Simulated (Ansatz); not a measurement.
# AlH2Cl: small, medium and large basis sets

An exercise on one series of results from a longer session: the logs are not shown, and one member is left open.

Method: one geometry, several basis sets; program: Ansatz 0.2.0, Gaussian basis.

Levels to be run: PBE0-D4/def2-SVP; ωB97M-V/def2-SVP; PBE0-D4/def2-QZVPP; ωB97M-V/def2-QZVPP; CCSD(T)/cc-pV(D+d)Z; CCSD(T)/cc-pV(T+d)Z; CCSD(T)/cc-pV(Q+d)Z; the functionals' def2-TZVPP values are taken from earlier runs.

### The relaxed structure

An earlier PBE0-D4 in a triple-zeta def2 set relaxation fixed the geometry.

SMILES `[AlH2][Cl]`, 4 atoms, charge 0, spin multiplicity 1.

Atoms are counted from 1 here; the program's logs count them from 0.

Bond lengths: Al1–Cl2 2.097 Å, Al1–H3 1.575 Å, Al1–H4 1.575 Å. Angles: Cl2–Al1–H3 117.5°, Cl2–Al1–H4 117.5°, H3–Al1–H4 125.0°.

Set-up of the first run:

in.yaml reads:

```yaml
crystal:
  periodic: [false, false, false]
  atoms:
    - {symbol: Al, position_ang: [-0.090277, -0.004227, -0.126565]}
    - {symbol: Cl, position_ang: [1.271745, -0.146038, 1.461803]}
    - {symbol: H, position_ang: [-1.335026, -0.969337, -0.106255]}
    - {symbol: H, position_ang: [0.209159, 1.059301, -1.249284]}
basis:
  gaussian: {orbitals: def2-SVP}
hamiltonian: {xc: pbe0, dispersion: d4}
output: {orbitals: {seedname: orbitals}}
```

Command:

```console
ansatz run in.yaml --threads 4 --pin off --events-out ev --progress --plain --max-ram 10444MiB
```

Among the steps run: PBE0-D4 in def2-SVP; ωB97M-V in def2-SVP; PBE0-D4 in def2-QZVPP; ωB97M-V in def2-QZVPP.

One table of the session follows, with a row left open; its other results are not shown here.

It belongs to the step «Density functionals: the series». 

| functional | basis | HOMO (eV) | LUMO (eV) |
| --- | --- | --- | --- |
| PBE0-D4 | def2-SVP | -8.49 | -1.56 |
| PBE0-D4 | def2-TZVPP | ? | ? |
| PBE0-D4 | def2-QZVPP | -8.59 | -1.67 |
| ωB97M-V | def2-SVP | -10.62 | 0.18 |
| ωB97M-V | def2-TZVPP | -10.77 | 0.00 |
| ωB97M-V | def2-QZVPP | -10.80 | -0.15 |

**Question.** Estimate the row for PBE0-D4, def2-TZVPP.

As computed: HOMO (eV): -8.58; LUMO (eV): -1.64. In the column «HOMO (eV)» it lies between PBE0-D4, def2-QZVPP (-8.59) and PBE0-D4, def2-SVP (-8.49).
